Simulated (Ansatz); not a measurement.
```yaml
crystal:
  periodic: [false, false, false]
  atoms:
    - {symbol: V, position_ang: [0.000000, 0.000000, 0.000000]}
    - {symbol: Cl, position_ang: [0.000000, 0.000000, 2.470000]}
basis:
  gaussian: {orbitals: def2-TZVP}
total_charge: 1
magnetization: {spin_polarized: true, initial_magnetization: 3}
hamiltonian: {xc: pbe0}
relax: {f_tol: 0.004, max_steps: 80}
```

```sh
$ ansatz run in.yaml --threads 1 --pin off --events-out ev --progress --plain --max-ram 2176MiB
```

Steps of the relaxation (energy above the last step; positions in Å, forces in eV/Å):

```
2
step 1, 698.2 meV
V     0.000    0.000    0.000    0.000    0.000    3.127
Cl    0.000    0.000    2.470    0.000    0.000   -3.127
```

```
2
step 2, 19.4 meV
V     0.000    0.000    0.195    0.000    0.000   -0.906
Cl    0.000    0.000    2.275    0.000    0.000    0.906
```

```
2
step 3, 2.0 meV
V     0.000    0.000    0.166    0.000    0.000    0.268
Cl    0.000    0.000    2.304    0.000    0.000   -0.268
```

```
2
step 4, 0.0 meV
V     0.000    0.000    0.172    0.000    0.000    0.025
Cl    0.000    0.000    2.298    0.000    0.000   -0.025
```

```
2
step 5, 0.0 meV
V     0.000    0.000    0.173    0.000    0.000    0.000
Cl    0.000    0.000    2.297    0.000    0.000    0.000
```

Close pairs at the end: V1–Cl2 2.124 Å.

A stationary point of unrestricted PBE0 after 5 steps, with ⟨S²⟩ = 3.774 against 3.75 for a pure state. 55 s on 1 thread of Arm Neoverse V2, shared host.
